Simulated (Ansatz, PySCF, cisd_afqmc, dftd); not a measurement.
System: HCl, charge 0, singlet. HCl (SMILES Cl).
B3LYP-D3(BJ)/def2-TZVP minimum from Ansatz (a program for electronic structure):
```xyz
2

Cl     0.0000     0.0000    -0.0712
H      0.0000     0.0000     1.2108
```
Charge 0, spin multiplicity 1.

Wanted: enthalpy of formation at 298 K (by atomisation, with ideal-gas terms from PySCF's Hessian at B3LYP-D3(BJ)/def2-TZVP and the atoms' measured values of the G2/97 table; no spin-orbit terms), in kcal/mol. UHF or UKS for unpaired electrons; spin-orbit terms are left out. Correlated methods leave the cores frozen. Rows without X2C or -DK are non-relativistic. AFQMC is phaseless with a CISD trial state; ± is one standard error, without the phaseless bias. Outlying blocks are dropped, and bars are widened where a walk drifts. Over all cases where full CI ran beside it in this data, AFQMC minus full CI had a median of +0.1 mEh and passed +0.4 mEh in a tenth of the cases. CBS(X,Y): correlation extrapolated as X^-3, Hartree-Fock from the larger set (Q,5: extrapolated as (X+1)exp(-9√X)). A bracket is a step between two methods taken in the basis named. Functionals run without relativity, which enters their misses. Double hybrids freeze cores in their MP2 part. 'core' is core correlation in cc-pwCVTZ (1s frozen past Ne), 'X2C' scalar relativity in cc-pVTZ-DK, both at CCSD(T). Full CI freezes restricted core orbitals, also for open shells; the composite that ends in it estimates full CI at the basis-set limit. Where a partner has so few electrons that a lower coupled-cluster level is exact, that level stands in.

Measured: -22.0 kcal/mol, -92.2 kJ/mol (Active Thermochemical Tables 1.112 (ions: stationary electron), as tabulated in the package chemicals); atomic spin-orbit terms, which the calculations lack, would raise the computed values.

```
level                                                                                                                          program  enthalpy of formation at 298 K (kcal/mol)  error against that value
----------------------------------------------------------------------------------------------------------------------  --------------  -----------------------------------------  ------------------------
HF/CBS(cc-pV(Q+d)Z,cc-pV(5+d)Z)                                                                                                 Ansatz                                        7.4                      29.4
CAM-B3LYP-D3(BJ)/def2-TZVPD                                                                                             Ansatz + dftd3                                      -20.6                       1.4
CAM-B3LYP/def2-TZVPD                                                                                                            Ansatz                                      -20.4                       1.6
B2PLYP/def2-TZVPD                                                                                                               Ansatz                                      -19.6                       2.4
CCSD/CBS(cc-pV(Q+d)Z,cc-pV(5+d)Z)                                                                                               Ansatz                                      -21.4                       0.6
CCSD(T)/cc-pV(D+d)Z                                                                                                             Ansatz                                      -14.8                       7.2
CCSD(T)/CBS(cc-pV(T+d)Z,cc-pV(Q+d)Z)                                                                                            Ansatz                                      -23.2                      -1.2
CCSDT(Q)/cc-pV(5+d)Z                                                                                                            Ansatz                                      -22.5                      -0.5
AFQMC/CISD/cc-pV(D+d)Z                                                                                                      cisd_afqmc                                -15.1 ± 0.1                       6.9
AFQMC/CISD/cc-pV(T+d)Z                                                                                                      cisd_afqmc                                -20.4 ± 0.1                       1.6
CCSD(T)/CBS(cc-pV(Q+d)Z,cc-pV(5+d)Z) + [CCSDT(Q) - CCSD(T)]/cc-pV(T+d)Z + [CCSDTQ - CCSDT(Q)]/cc-pV(D+d)Z + core + X2C          Ansatz                                      -23.0                      -1.0
CCSD(T)/CBS(cc-pV(Q+d)Z,cc-pV(5+d)Z) + [CCSDT(Q) - CCSD(T)]/cc-pV(5+d)Z + [FCI - CCSDT(Q)]/cc-pV(D+d)Z + core + X2C             Ansatz                                      -23.0                      -1.0
```
